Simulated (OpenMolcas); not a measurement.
**One shape, several levels: AlClO (SMILES [O]=[Al][Cl])**

Wanted: a comparison of 6 runs (HF/STO-3G, HF/def2-SVP, BLYP/6-31G*, B3LYP/aug-cc-pVDZ, revPBE/cc-pVTZ, RI-MP2/6-311+G**) of AlClO. 

The calculation is run with OpenMolcas 26.06.

7 further runs of the same task are left out: 1 that didn't finish, 6 set aside as unsound or not needed.

## 1. Starting point

The species is AlClO (3 atoms), meant as a singlet with charge 0. SMILES: `[O]=[Al][Cl]`. Geometry: a GFN2-xTB relaxation, a rough one for these elements and not checked as a minimum.

Bond lengths: O1–Al2 1.566 Å, Al2–Cl3 2.014 Å. Angles: O1–Al2–Cl3 180.0°.

## 2. Energy and gradient at HF/STO-3G (run 1)

test.inp reads:

```
&GATEWAY
  BasLib=$CurrDir
  Coord
  3
  bohr
  O      0.20308887     3.20168738     0.46479704
  Al     0.01765004     0.27820548     0.04040234
  Cl    -0.22075781    -3.47991176    -0.50518048
  Basis=STO-3G
  Group=NoSym

&SEWARD

&SCF
  Thresholds=1e-10 1e-07 1e-07 1e-05
  PrOrbitals=1 2

&ALASKA
```

The basis set STO-3G is read from a file made from the Basis Set Exchange's data (not shown).

On the command line:

```
$ export MOLCAS_MEM=1860
$ pymolcas test.inp > test.log
```

The program printed:

```text
--- Start Module: gateway ---
[...]
--- Stop Module: gateway /rc=_RC_ALL_IS_WELL_ ---
[...]
      Basis functions           23
[...]
--- Start Module: scf ---
[...]
       Convergence after  12 Iterations
[...]
::    Total SCF energy                               -767.4372923768
[...]
      Total spin, S                                     0.0000000000
[...]
      Total electronic charge=   38.000000
      Total            charge=   -0.000000
[...]
      Dipole Moment (debye):
      Origin of the operator (angstrom)=   -0.0271   -0.4275   -0.0621
                   X= -2.5316E-02               Y= -3.9955E-01               Z= -5.7975E-02           Total=  4.0453E-01
      Quadrupole Moment (debye*angstrom):
[...]
--- Stop Module: scf /rc=_RC_ALL_IS_WELL_ ---
--- Start Module: alaska ---
[...]
 *              Molecular gradients               *
 **************************************************
  Irreducible representation: a
 ------------------------------------------------------------------------------------------
                              X                       Y                       Z
 ------------------------------------------------------------------------------------------
  O1                4.44128768507079E-04    7.00304184374190E-03    1.01653825040104E-03
  AL2              -2.21811272526601E-03   -3.49680333625362E-02   -5.07628278925676E-03
  CL3               1.77398395675898E-03    2.79649915187825E-02    4.05974453885527E-03
 ------------------------------------------------------------------------------------------
--- Stop Module: alaska /rc=_RC_ALL_IS_WELL_ ---
[...]
```

Run time: 1.9 s. Hardware: 1 thread of Arm Neoverse V1, shared host; peak memory 0.37 GiB.

## 3. Energy and forces at HF/def2-SVP (run 2)

struct.xyz reads:

```xyz
3

O      0.107470     1.694260     0.245960
Al     0.009340     0.147220     0.021380
Cl    -0.116820    -1.841490    -0.267330
```

mol.input reads:

```
* AlClO Hartree-Fock

&GATEWAY
 BasLib=$CurrDir
 Coord=struct.xyz
 Basis=def2-SVP
 Group=NoSym

&SEWARD

&SCF
 Thresholds=1e-10 1e-07 1e-07 1e-05
 PrOrbitals=1 2

&ALASKA
```

The basis set def2-SVP is read from a file made from the Basis Set Exchange's data (not shown).

On the command line:

```
$ export MOLCAS_MEM=1860
$ pymolcas mol.input > mol.log
```

The program printed:

```text
--- Start Module: gateway ---
[...]
--- Stop Module: gateway /rc=_RC_ALL_IS_WELL_ ---
[...]
      Basis functions           50
[...]
--- Start Module: scf ---
[...]
       Convergence after  13 Iterations
[...]
::    Total SCF energy                               -776.0261104780
[...]
      Total spin, S                                     0.0000000000
[...]
      Total electronic charge=   38.000000
      Total            charge=   -0.000000
[...]
      Dipole Moment (debye):
      Origin of the operator (angstrom)=   -0.0271   -0.4275   -0.0621
                   X= -2.8018E-01               Y= -4.4174E+00               Z= -6.4124E-01           Total=  4.4725E+00
      Quadrupole Moment (debye*angstrom):
[...]
--- Stop Module: scf /rc=_RC_ALL_IS_WELL_ ---
--- Start Module: alaska ---
[...]
 *              Molecular gradients               *
 **************************************************
  Irreducible representation: a
 ------------------------------------------------------------------------------------------
                              X                       Y                       Z
 ------------------------------------------------------------------------------------------
  O1               -2.04272476872491E-04   -3.21730890203042E-03   -4.67235837684044E-04
  AL2              -9.95812324449119E-04   -1.57025057510389E-02   -2.27929351562572E-03
  CL3               1.20008480132028E-03    1.89198146530778E-02    2.74652935331154E-03
 ------------------------------------------------------------------------------------------
--- Stop Module: alaska /rc=_RC_ALL_IS_WELL_ ---
[...]
```

Wall time 2.6 s (1 thread of Arm Neoverse V1, shared host); peak memory 0.38 GiB.

Runs 3 to 5 aren't shown in full; the table further down has their settings and results.

## 4. The energy at RI-MP2/6-311+G(d,p) (RICD fitting) (run 6)

mol.inp reads:

```
* AlClO RI-MP2

&GATEWAY
  BASLIB = $CurrDir
  COORD
  3
  angstrom
  O        0.107470       1.694260       0.245960
  Al       0.009340       0.147220       0.021380
  Cl      -0.116820      -1.841490      -0.267330
  BASIS = 6-311pGss
  GROUP = NoSym
  RICD

&SEWARD

&SCF
  PRORBITALS = 0

&MBPT2
  FROZEN = 11
```

The basis set 6-311+G** is read from a file made from the Basis Set Exchange's data (not shown).

On the command line:

```
$ export MOLCAS_MEM=1860
$ pymolcas mol.inp > mol.log
```

The program printed:

```text
--- Start Module: gateway ---
[...]
--- Stop Module: gateway /rc=_RC_ALL_IS_WELL_ ---
[...]
      Basis functions           82
[...]
--- Start Module: scf ---
[...]
       Convergence after  12 Iterations
[...]
::    Total SCF energy                               -776.3478901006
[...]
      Total spin, S                                     0.0000000000
[...]
      Total electronic charge=   38.000000
      Total            charge=   -0.000000
[...]
      Dipole Moment (debye):
      Origin of the operator (angstrom)=   -0.0271   -0.4275   -0.0621
                   X= -3.0110E-01               Y= -4.7473E+00               Z= -6.8913E-01           Total=  4.8065E+00
      Quadrupole Moment (debye*angstrom):
[...]
--- Stop Module: scf /rc=_RC_ALL_IS_WELL_ ---
[...]
--- Start Module: mbpt2 ---
[...]
WARNING!
Default frozen orbitals as non valence orbitals is overwritten by user input.
Default values:   8
[...]
       Reference weight ( Cref**2 )         =        0.87204
::    Total MBPT2 energy                             -776.7560721753
[...]
--- Stop Module: mbpt2 /rc=_RC_ALL_IS_WELL_ ---
[...]
```

It took 3 s on 1 thread of Arm Neoverse V1, shared host.

## 5. All runs side by side

```tsv
run	level	integration grid	integral approximation	energy (Eh)	dipole moment (D) of the reference	HOMO energy (eV)	LUMO energy (eV)	wall time
1	HF/STO-3G	–	none	-767.437292	0.40	-7.43	7.31	1.9 s
2	HF/def2-SVP	–	none	-776.026110	4.47	-11.16	0.62	2.6 s
3	BLYP/6-31G* (spherical functions)	UltraFine	none	-777.850709	3.02	-6.35	-3.18	8.7 s
4	B3LYP/aug-cc-pVDZ	UltraFine	none	-777.943903	4.10	-7.76	-2.78	18 s
5	revPBE/cc-pVTZ (Cholesky decomposition, PCM tetrahydrofuran)	–	CD high	-777.847843	–	-5.72	-1.74	11 s
6	RI-MP2/6-311+G** (RICD fitting)	–	RICD	-776.756072	4.81	-11.45	-0.02	3 s
```

## 6. Outcome

| quantity | value |
| --- | --- |
| run 6: total energy | -776.75607 Eh |
| run 6: dipole moment (mean-field density) | 4.81 D |
| run 6: HOMO energy (Hartree–Fock orbitals) | -11.45 eV |
| run 6: LUMO energy (Hartree–Fock orbitals) | -0.02 eV |
| run 6: HOMO–LUMO gap (Hartree–Fock orbitals) | 11.42 eV |
| run 6: correlation energy (11 core orbitals frozen) | -408.2 mEh |

Over runs 1, 2, 3, 4 the dipole moment (its size) runs from 0.40 D (HF/STO-3G) to 4.47 D (HF/def2-SVP). Over runs 1, 2, 3, 4, 5 the HOMO–LUMO gap runs from 3.17 eV (BLYP/6-31G*) to 14.74 eV (HF/STO-3G). The two ends differ in method and basis. Totals of different functionals can't be ranked against each other. In run 1 the basis is minimal, so the values are rough. All runs together took 46 s, the longest 18 s.
